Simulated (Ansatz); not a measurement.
`O=CCCO`, charge 0, multiplicity 1.

Task: Give a relaxed structure at PBE0-D4/def2-TZVP (the Gaussian-basis code of Ansatz). (An estimate is asked.)

Result: Ansatz gave: 
```xyz
11

O    -2.4307    0.9008   -0.4105
C    -1.2321    0.8216   -0.4091
C    -0.4753   -0.4694   -0.2812
C     0.7062   -0.3649    0.6760
O     1.6899    0.5447    0.2352
H    -0.6023    1.7304   -0.5015
H    -1.1701   -1.2544    0.0271
H    -0.1004   -0.7357   -1.2793
H     1.1294   -1.3632    0.8430
H     0.3714    0.0070    1.6476
H     2.1140    0.1830   -0.5473
```
This is one stationary point; other conformers may exist.
